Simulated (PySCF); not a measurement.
Geometries of 4 isomers of C5H4O2, from PySCF 2.14.0, PBE0-D3(BJ)/def2-SVP geometry optimisation, gas phase. One conformer each, no zero-point energy, no frequencies.

**Question.** Which isomer lies lowest at this level?
A.
```xyz
11
angstrom
O     -0.978    2.346    0.078
C     -0.501    1.227    0.022
C     -1.299   -0.005   -0.024
C     -0.712   -1.214   -0.093
O      0.621   -1.392   -0.125
C      1.412   -0.305   -0.080
C      0.942    0.954   -0.010
H     -2.387    0.075   -0.001
H     -1.244   -2.166   -0.131
H      2.468   -0.578   -0.109
H      1.635    1.796    0.023
```
B.
```xyz
11
angstrom
C     -2.349   -0.308   -0.752
C     -1.170    0.107   -0.294
C     -0.285    1.125    0.264
C      0.203   -0.079    0.037
O      1.225   -0.933    0.067
C      2.426   -0.470    0.533
O      2.629    0.636    0.912
H     -3.204    0.369   -0.789
H     -2.479   -1.334   -1.099
H     -0.140    2.146    0.607
H      3.153   -1.303    0.490
```
C.
```xyz
11
angstrom
O      1.614   -1.830    0.301
C      0.869   -0.897    0.151
C      1.275    0.498   -0.189
C      0.198    1.296   -0.284
C     -1.052    0.527   -0.018
O     -2.169    0.976   -0.030
C     -0.644   -0.906    0.268
H      2.322    0.774   -0.329
H      0.178    2.362   -0.518
H     -1.099   -1.605   -0.452
H     -0.969   -1.226    1.270
```
D.
```xyz
11
angstrom
C     -1.396   -0.522   -0.357
C     -0.233    0.356   -0.170
C      1.094    0.402    0.099
C      2.239   -0.491    0.382
O      2.116   -1.688    0.430
C      0.413    1.644   -0.115
O      0.384    2.840   -0.193
H     -1.122   -1.581   -0.261
H     -1.842   -0.338   -1.347
H     -2.170   -0.269    0.385
H      3.220    0.012    0.544
```

**Answer.** C. That is `O=C1C=CC(=O)C1` (4-cyclopentene-1,3-dione), 4.8 kcal/mol below the next.

```tsv
SMILES	atoms numbered as above	E (Eh)	relative (kcal/mol)	relative (kJ/mol)	dipole (D)
O=C1C=CC(=O)C1	[O:1]=[C:2]1[CH:3]=[CH:4][C:5](=[O:6])[CH2:7]1	-342.73280	0.0	0.0	1.54
O=c1ccocc1	[O:1]=[c:2]1[cH:3][cH:4][o:5][cH:6][cH:7]1	-342.72515	4.8	20.1	3.80
Cc1c(C=O)c1=O	[CH3:1][c:2]1[c:3]([CH:4]=[O:5])[c:6]1=[O:7]	-342.65796	47.0	196.5	2.34
C=C1C=C1OC=O	[CH2:1]=[C:2]1[CH:3]=[C:4]1[O:5][CH:6]=[O:7]	-342.62661	66.6	278.8	1.69
```

As drawn, the highest has a three-membered ring and a C(=O)–O unit, which the lowest lacks.
